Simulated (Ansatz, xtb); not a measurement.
## Ranking isomers of CH3BS

4 gas-phase structures of CH3BS, found in a search over its isomers (lower ones may exist). Each was relaxed with GFN2-xTB:

A. a singlet given by its coordinates
B. `B1CS1`, a singlet
C. `CB=S`, a singlet
D. `[BH3-][C+]=S`, a singlet

A (Å):

```xyz
6

C    -0.5630   -0.5766    0.0807
B    -1.4134   -1.3371    1.0859
S    -1.5096    0.6696    0.5410
H    -1.0119   -1.4837    2.1785
H    -2.3401   -1.9469    0.7040
H     0.2265   -0.5148   -0.6493
```

Close contacts (Å): C1–B2 1.52, C1–S3 1.63, B2–S3 2.08, C1–H6 1.08, B2–H4 1.17, B2–H5 1.17.

Task: Which do you expect lowest at r2SCAN-D4/def2-SVP, and how would the others follow?

Result: Calculated order at r2SCAN-D4/def2-SVP: C (0.000), B (1.461), A (2.647), D (2.708) eV.

Energies above the lowest of each column, in eV; the last columns are at PBE0-D4/def2-TZVP geometries and were run for some of them only (a dash: not run or not comparable):

```json
{"structure": "C", "GFN2-xTB": "0.000", "HF/STO-3G": "0.000", "r2SCAN-D4/def2-SVP": "0.000", "PBE0-D4/def2-TZVP": "0.000", "CCSD(T)/def2-TZVPP": "0.000"}
{"structure": "B", "GFN2-xTB": "0.811", "HF/STO-3G": "1.232", "r2SCAN-D4/def2-SVP": "1.461", "PBE0-D4/def2-TZVP": "1.288", "CCSD(T)/def2-TZVPP": "1.420"}
{"structure": "A", "GFN2-xTB": "1.757", "HF/STO-3G": "2.689", "r2SCAN-D4/def2-SVP": "2.647", "PBE0-D4/def2-TZVP": "2.460", "CCSD(T)/def2-TZVPP": "2.484"}
{"structure": "D", "GFN2-xTB": "2.065", "HF/STO-3G": "3.015", "r2SCAN-D4/def2-SVP": "2.708", "PBE0-D4/def2-TZVP": "–", "CCSD(T)/def2-TZVPP": "–"}
```

Every level run on C puts it lowest or level with the lowest. Frequencies (PBE0-D4/def2-TZVP) were run for A, B, C alone. Large T1 diagnostics make some coupled-cluster values less sure.

Over these structures GFN2-xTB departs from r2SCAN-D4/def2-SVP by 0.273 eV on average once a common shift is removed. A GFN2-xTB relaxation took about 0.044 s and the r2SCAN-D4/def2-SVP energy about 0.71 s on a shared host (Ansatz 0.2.0, xtb 6.7.1).
